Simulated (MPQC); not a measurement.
# One shape, several levels: BH2O (SMILES B[O])

Aim: a comparison of 5 runs (UHF/STO-3G, UHF/def2-SVP, UHF/cc-pVTZ, UPBE0/6-31G*, UPBE0/def2-SVP) of BH2O. 

The calculation is run with MPQC 2.3.1.

1 further run of the same task is left out (set aside as unsound or not needed).

**1. Starting point**

BH2O: 4 atoms, total charge 0, spin state doublet. SMILES: `B[O]`. Geometry: relaxed at PBE0-D4/def2-TZVP.

Bond lengths: B1–O2 1.281 Å, B1–H3 1.211 Å, B1–H4 1.211 Å. Angles: O2–B1–H3 119.9°, O2–B1–H4 119.9°, H3–B1–H4 120.2°.

**2. Energy and forces at UHF/STO-3G (run 1)**

Input file input.in:

```
% emacs should use -*- KeyVal -*- mode
molecule<Molecule>: (
   symmetry = c1
   unit = angstrom
   { atoms geometry } = {
      B  [ -0.001100      -0.010300      -0.015100 ]
      O  [ 1.025300      -0.340800       0.676900 ]
      H  [ -1.052600      -0.587700       0.151600 ]
      H  [ 0.083900       0.878500      -0.833600 ]
   }
)
basis<GaussianBasisSet>: (
   name = "STO-3G"
   molecule = $:molecule
   basisdir = "."
   puream = yes
)
mpqc: (
   checkpoint = no
   savestate = no
   restart = no
   do_energy = yes
   do_gradient = yes
   optimize = no
   mole<UHF>: (
      molecule = $:molecule
      basis = $:basis
      total_charge = 0
      multiplicity = 2
      memory = 1000000000
      print_evals = yes
      print_npa = yes
      maxiter = 120
      value_accuracy = 1e-08
      guess_wavefunction<ExtendedHuckelWfn>: (
         molecule = $:molecule
         total_charge = 0
         multiplicity = 2
         basis<GaussianBasisSet>: (
            name = "STO-3G"
            molecule = $:molecule
         )
      )
   )
)
```

The basis set STO-3G is read from a file made from the Basis Set Exchange's data (not shown).

On the command line:

```sh
mpqc -o input.out input.in
```

The program printed:

```text
MPQC: Massively Parallel Quantum Chemistry
[...]
  USCF::init: total charge = 0
[...]
  iter     1 energy =  -87.5807763320 delta = 9.32182e-01
[...]
  <S^2>      = 0.768556
  total scf energy =  -99.3856366971
[...]
Value of the MolecularEnergy:  -99.3856366971
  Gradient of the MolecularEnergy:
      1    0.0786077734
      2   -0.0253718487
      3    0.0530556093
      4   -0.0512535606
      5    0.0165091543
      6   -0.0345606578
      7   -0.0271109246
      8   -0.0129156028
      9    0.0024131813
     10   -0.0002432882
     11    0.0217782972
     12   -0.0209081328
[...]
      symmetry = c1
[...]
      nbasis = 12
[...]
    nalpha = 8
    nbeta = 7
[...]
```

Run time: 0.12 s. Hardware: 1 thread of Arm Neoverse V2, shared host.

**3. Energy and forces at UHF/def2-SVP (run 2)**

Input file run.in:

```
% emacs should use -*- KeyVal -*- mode
molecule<Molecule>: (
  symmetry = c1
  unit = angstrom
  { atoms geometry } = {
    B  [ -0.001100 -0.010300 -0.015100 ]
    O  [ 1.025300 -0.340800 0.676900 ]
    H  [ -1.052600 -0.587700 0.151600 ]
    H  [ 0.083900 0.878500 -0.833600 ]
  }
)
basis<GaussianBasisSet>: (
  name = "def2-SVP"
  molecule = $:molecule
  basisdir = "."
  puream = yes
)
mpqc: (
  checkpoint = no
  savestate = no
  restart = no
  do_energy = yes
  do_gradient = yes
  optimize = no
  mole<UHF>: (
    molecule = $:molecule
    basis = $:basis
    total_charge = 0
    multiplicity = 2
    memory = 1000000000
    print_evals = yes
    print_npa = yes
    maxiter = 120
    value_accuracy = 1e-08
    guess_wavefunction<ExtendedHuckelWfn>: (
      molecule = $:molecule
      total_charge = 0
      multiplicity = 2
      basis<GaussianBasisSet>: (
        name = "STO-3G"
        molecule = $:molecule
      )
    )
  )
)
```

The basis set def2-SVP is read from a file made from the Basis Set Exchange's data (not shown).

On the command line:

```sh
mpqc run.in > run.out
```

The program printed:

```text
MPQC: Massively Parallel Quantum Chemistry
[...]
  USCF::init: total charge = 0
[...]
  iter     1 energy =  -92.4958986862 delta = 1.30959e-01
[...]
  <S^2>      = 0.767247
  total scf energy = -100.6215577676
[...]
Value of the MolecularEnergy: -100.6215577676
  Gradient of the MolecularEnergy:
      1    0.0375630158
      2   -0.0121419086
      3    0.0253700671
      4   -0.0287207258
      5    0.0092519460
      6   -0.0193673964
      7   -0.0054896331
      8    0.0000525985
      9   -0.0020617814
     10   -0.0033526570
     11    0.0028373641
     12   -0.0039408893
[...]
      symmetry = c1
[...]
      nbasis = 38
[...]
    nalpha = 8
    nbeta = 7
[...]
```

Run time: 0.68 s. Hardware: 1 thread of Arm Neoverse V2, shared host.

Runs 3 to 4 aren't shown in full; the table further down has their settings and results.

**4. Energy and gradient at UPBE0/def2-SVP (run 5)**

Input file job.in:

```
% emacs should use -*- KeyVal -*- mode
molecule<Molecule>: (
   symmetry = c1
   unit = angstrom
   { atoms geometry } = {
      B  [ -0.001100 -0.010300 -0.015100 ]
      O  [ 1.025300 -0.340800 0.676900 ]
      H  [ -1.052600 -0.587700 0.151600 ]
      H  [ 0.083900 0.878500 -0.833600 ]
   }
)
basis<GaussianBasisSet>: (
   name = "def2-SVP"
   molecule = $:molecule
   basisdir = "."
   puream = yes
)
mpqc: (
   checkpoint = no
   savestate = no
   restart = no
   do_energy = yes
   do_gradient = yes
   optimize = no
   mole<UKS>: (
      molecule = $:molecule
      basis = $:basis
      total_charge = 0
      multiplicity = 2
      memory = 1000000000
      print_evals = yes
      print_npa = yes
      maxiter = 120
      value_accuracy = 1e-08
      functional<SumDenFunctional>: (
         a0 = 0.25
         coefs = [ 0.75 1 ]
         funcs: [ <PBEXFunctional>: () <PBECFunctional>: () ]
      )
      integrator<RadialAngularIntegrator>: ( grid = xfine )
      guess_wavefunction<ExtendedHuckelWfn>: (
         molecule = $:molecule
         total_charge = 0
         multiplicity = 2
         basis<GaussianBasisSet>: (
            name = "STO-3G"
            molecule = $:molecule
         )
      )
   )
)
```

The basis set def2-SVP is read from a file made from the Basis Set Exchange's data (not shown).

On the command line:

```sh
mpqc job.in > job.out
```

The program printed:

```text
MPQC: Massively Parallel Quantum Chemistry
[...]
  USCF::init: total charge = 0
[...]
  Integrated electron density error = -0.000664842278
  iter     1 energy =  -92.9374390841 delta = 1.30959e-01
  Integrated electron density error = -0.000780484226
  iter     2 energy =  -98.0449195626 delta = 1.61028e-01
[...]
  Integrated electron density error = 0.000000285733
  iter    23 energy = -101.0445890031 delta = 6.81061e-08
  Integrated electron density error = 0.000000285733
  iter    24 energy = -101.0445890031 delta = 4.56836e-08
  Integrated electron density error = 0.000000285734
  iter    25 energy = -101.0445890031 delta = 2.39289e-08
[...]
  <S^2>      = 0.758778
  total scf energy = -101.0445890031
[...]
  Integrated electron density error = 0.000000282436
  Total Gradient:
[...]
Value of the MolecularEnergy: -101.0445890031
  Gradient of the MolecularEnergy:
      1   -0.0056138183
      2    0.0017769594
      3   -0.0037537207
      4    0.0010560402
      5   -0.0003460269
      6    0.0007161420
      7    0.0048519799
      8    0.0025887181
      9   -0.0006970525
     10   -0.0002942018
     11   -0.0040196505
     12    0.0037346312
[...]
        symmetry = c1
[...]
        nbasis = 38
[...]
      nalpha = 8
      nbeta = 7
[...]
```

Wall time 18 s (1 thread of Arm Neoverse V2, shared host).

**5. All runs side by side**

```csv
run,level,starting guess,integration grid,energy (Eh),⟨S²⟩,largest force (eV/Å),wall time
1,UHF/STO-3G,huckel STO-3G,–,-99.385637,0.769,5.048,0.12 s
2,UHF/def2-SVP,huckel STO-3G,–,-100.621558,0.767,2.413,0.68 s
3,UHF/cc-pVTZ,MINI (Huzinaga),–,-100.739536,0.768,2.687,18 s
4,UPBE0/6-31G* (spherical functions),STO-3G,xfine,-101.118624,0.758,0.286,19 s
5,UPBE0/def2-SVP,huckel STO-3G,xfine,-101.044589,0.759,0.359,18 s
```

**6. Outcome**

```
                       quantity          value
            run 5: total energy  -101.04459 Eh
                    run 5: ⟨S²⟩          0.759
run 5: largest force on an atom     0.359 eV/Å
```

In run 1 the basis is minimal, so the values are rough. All runs together took 55 s, the longest 19 s.
